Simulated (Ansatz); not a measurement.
# C3H3FO: a ladder of functionals and wavefunction methods

One table from this session's results is given with a row withheld; the runs are named, their logs left out.

Method: functionals in def2-TZVPP, the program's frozen cores in correlated methods; program: Ansatz 0.2.0, Gaussian basis.

Plan: LDA (SPW92), PBE-D4, revPBE-D4, BLYP-D4, r2SCAN-D4, B97M-V, PBE0-D4, B3LYP-D4, r2SCANh-D4, r2SCAN0-D4, HSE06-D4, BHLYP-D4, CAM-B3LYP-D4, LC-ωPBE, ωB97X-V, ωB97M-V, B2PLYP, PBE-QIDH; CCSD(T)/def2-SVP; CCSD(T)/def2-TZVPP; MP2/def2-QZVPP; extrapolation to the limit; RPA on PBE.

**The relaxed structure**

An earlier PBE0-D4 in a triple-zeta def2 set relaxation fixed the geometry.

8 atoms, charge 0, spin multiplicity 1.

Atoms are counted from 1 here; the program's logs count them from 0.

Bond lengths: F1–C2 1.317 Å, C2–C3 1.327 Å, C2–C5 1.494 Å, C3–O4 1.396 Å, C3–H6 1.079 Å, O4–C5 1.458 Å, C5–H7 1.091 Å, C5–H8 1.091 Å. Angles: F1–C2–C3 137.3°, F1–C2–C5 133.2°, C3–C2–C5 89.5°, C2–C3–O4 95.8°, C2–C3–H6 141.9°, O4–C3–H6 122.3°, C3–O4–C5 88.3°, C2–C5–O4 86.4°, C2–C5–H7 117.3°, C2–C5–H8 117.3°, O4–C5–H7 110.8°, O4–C5–H8 110.8°, H7–C5–H8 111.4°.

The first run:

File in.yaml:

```yaml
crystal:
  periodic: [false, false, false]
  atoms:
    - {symbol: F, position_ang: [-0.132133, -0.943190, 1.850796]}
    - {symbol: C, position_ang: [0.001381, -0.246550, 0.740876]}
    - {symbol: C, position_ang: [0.392240, 0.973948, 0.395647]}
    - {symbol: O, position_ang: [0.197621, 0.801784, -0.976189]}
    - {symbol: C, position_ang: [-0.248018, -0.558524, -0.698957]}
    - {symbol: H, position_ang: [0.755339, 1.899272, 0.815381]}
    - {symbol: H, position_ang: [0.410838, -1.286760, -1.174794]}
    - {symbol: H, position_ang: [-1.285169, -0.697180, -1.008659]}
basis:
  gaussian: {orbitals: def2-TZVPP}
hamiltonian: {xc: lda}
output: {orbitals: {seedname: orbitals}}
```

Run with:

```bash
ansatz run in.yaml --threads 2 --pin off --events-out ev --progress --plain --max-ram 4352MiB
```

Steps of the session up to this table: LDA; PBE-D4 (GGA); revPBE-D4 (GGA); BLYP-D4 (GGA); r2SCAN-D4 (meta-GGA); B97M-V (meta-GGA); PBE0-D4 (hybrid); B3LYP-D4 (hybrid); r2SCANh-D4 (hybrid); r2SCAN0-D4 (hybrid); HSE06-D4 (hybrid); BHLYP-D4 (hybrid); CAM-B3LYP-D4 (range-separated); LC-ωPBE (range-separated); ωB97X-V (range-separated); ωB97M-V (range-separated); B2PLYP (double hybrid); PBE-QIDH (double hybrid).

One table of the session follows, with a row left open; its other results are not shown here.

It belongs to the step «Orbital energies across the functionals». 

```
  functional  HOMO (eV)  LUMO (eV)  gap (eV)
 LDA (SPW92)      -5.42      -0.65      4.77
      PBE-D4      -5.21      -0.42      4.79
   revPBE-D4      -5.13      -0.34      4.80
     BLYP-D4      -5.10      -0.35      4.75
   r2SCAN-D4      -5.44      -0.18      5.25
      B97M-V      -5.51      -0.17      5.34
     PBE0-D4      -6.56       0.55      7.12
    B3LYP-D4      -6.35       0.27      6.62
  r2SCANh-D4      -5.95       0.18      6.13
  r2SCAN0-D4      -6.72       0.71      7.43
    HSE06-D4      -6.16       0.17      6.33
    BHLYP-D4      -7.80       1.59      9.39
CAM-B3LYP-D4      -7.97       1.65      9.62
     LC-ωPBE          ?          ?         ?
     ωB97X-V      -8.93       2.81     11.74
     ωB97M-V      -8.86       2.67     11.53
```

**Question.** Estimate the row for LC-ωPBE.

As computed: HOMO (eV): -9.30; LUMO (eV): 2.88; gap (eV): 12.18. In the column «HOMO (eV)» it is the lowest.
